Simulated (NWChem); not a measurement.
Species: B, doublet

Results from NWChem. Spin-unrestricted. The open p shell is one determinant without spherical averaging. No stability test was run on the SCF state. B3LYP is NWChem's, with the RPA form of VWN correlation. Fermi-contact couplings, non-relativistic, static geometry.

Problem. Estimate the computed values for B3LYP/pcJ-1. Quantities: A(iso) 11B atom 1 (MHz); <S²>.

Solution. 
```yaml
A(iso) 11B atom 1 (MHz): 22.3
"<S²>": 0.751
```
